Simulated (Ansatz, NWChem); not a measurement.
CH3O (hydroxymethyl radical): from total energies to a heat of formation

CH3O: 5 atoms, total charge 0, spin state doublet. As SMILES, `[CH2]O`. The shape is that of a PBE0-D4/def2-TZVP optimisation. This is one conformer, not always the lowest.

```
atom    x (Å)    y (Å)    z (Å)
   C  -0.3272  -0.3136   0.0202
   O   0.2694   0.9007   0.1202
   H  -1.3752  -0.2665  -0.2362
   H   0.2743  -1.1796  -0.2300
   H   1.2085   0.7853   0.2844
```

Total energies at UTPSS/def2-TZVPP (NWChem 7.3.0); the atoms run unrestricted:

```
species    state  energy (Eh)
   CH3O  doublet  -115.127257
      C  triplet   -37.864593
      O  triplet   -75.104849
      H  doublet    -0.499867
```

Harmonic wavenumbers at UPBE0-D4/def2-TZVP, in cm⁻¹: 415, 548, 1057, 1236, 1364, 1487, 3148, 3290, 3874.

Measured heats of formation of the gaseous atoms at 298.15 K, in kJ/mol: C 716.9, O 249.2, H 218.0. Spin-orbit lowering of the atoms at 298 K (mean of the ground term's levels less their thermal mean, from spectra), in kJ/mol: C 0.02, O 0.40. Take 1 Eh = 2625.50 kJ/mol, 1 cm⁻¹ = 0.0119627 kJ/mol, RT = 2.479 kJ/mol.

Q: Work out the heat of formation of the gas at 298 K.

A: 
1. Electronic atomisation energy: (-37.864593) + (-75.104849) + 3 × (-0.499867) − (-115.127257) = 0.658214 Eh = 1728.1 kJ/mol.
2. Zero-point energy: half the sum of the wavenumbers, 8209.5 cm⁻¹ = 98.2 kJ/mol.
3. Thermal vibrational enthalpy, Σ hcν̃/(exp(hcν̃/kT) − 1): 1.4 kJ/mol. Translation, rotation and pV of a non-linear molecule: 4 RT = 9.9 kJ/mol.
4. The 5 free atoms carry 5/2 RT each: 31.0 kJ/mol.
5. Spin-orbit coupling lowers the free atoms by 0.02 + 0.40 = 0.4 kJ/mol.
6. Atomisation enthalpy at 298 K: 1728.1 − 0.4 − 98.2 − 1.4 − 9.9 + 31.0 = 1649.2 kJ/mol.
7. Sum of the atoms' heats of formation: 1620.1 kJ/mol. Heat of formation: 1620.1 − 1649.2 = -29.1 kJ/mol.

The tabulated value is -16.1 kJ/mol (Active Thermochemical Tables), so this level is off by -13.0 kJ/mol, or 0.8 % of the atomisation enthalpy. Anharmonicity and any spin-orbit splitting of the molecule are left out.
